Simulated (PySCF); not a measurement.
Where does 2-methyl-2-butene take a proton?

Molecule: 2-methyl-2-butene, `CC=C(C)C` (C5H10). Coordinates in Å; atoms count from 1 in this order:
```
C     2.0520   -0.3774   -0.3439
C     0.8059    0.4297   -0.4999
C    -0.4148    0.1805    0.0018
C    -0.7595   -1.0088    0.8483
C    -1.5609    1.1127   -0.2639
H     2.4378   -0.7010   -1.3257
H     1.9096   -1.2773    0.2698
H     2.8541    0.2206    0.1212
H     0.9139    1.3395   -1.1044
H    -1.5570   -1.6054    0.3732
H    -1.1551   -0.6867    1.8268
H     0.0940   -1.6736    1.0325
H    -1.2587    1.9694   -0.8828
H    -2.3853    0.5904   -0.7798
H    -1.9822    1.5018    0.6793
```

Energies: ωB97X-D3(BJ)/def2-TZVP (PySCF, density fitting, integration grid level 2) on PBE0-D3(BJ)/def2-SVP structures. Thermal corrections: PBE0-D3(BJ)/def2-SVP frequencies, unscaled, ideal gas at 298.15 K and 1 bar, quasi-RRHO entropy.

| site | product | PA / kJ/mol | GB / kJ/mol |
| --- | --- | --- | --- |
| C2 (alkene carbon) | `CC[C+](C)C` | 840 | 811 |

PA is −ΔH and GB is −ΔG of B + H⁺ → BH⁺ in the gas phase. Sites whose products fell apart, merged with another or lost in a GFN2-xTB screen aren't listed.

Proton affinity (−ΔH), Gas-phase basicity (−ΔG): the gap is larger than usual, and may come from another state, site, conformer or species, from the functional or basis, or from an outlying measurement.

Measured values (NIST Chemistry WebBook, evaluated or the median of agreeing entries): proton affinity (−ΔH) 809 kJ/mol (computed 840, difference 31); gas-phase basicity (−ΔG) 780 kJ/mol (computed 811, difference 32).

Note: protonation at a multiple bond is drawn as the open cation; a hydrogen-bridged form may lie lower, and the ion may have rearranged by a hydride shift.

Differences come from unrounded values, so a last digit can differ from that of the printed terms.
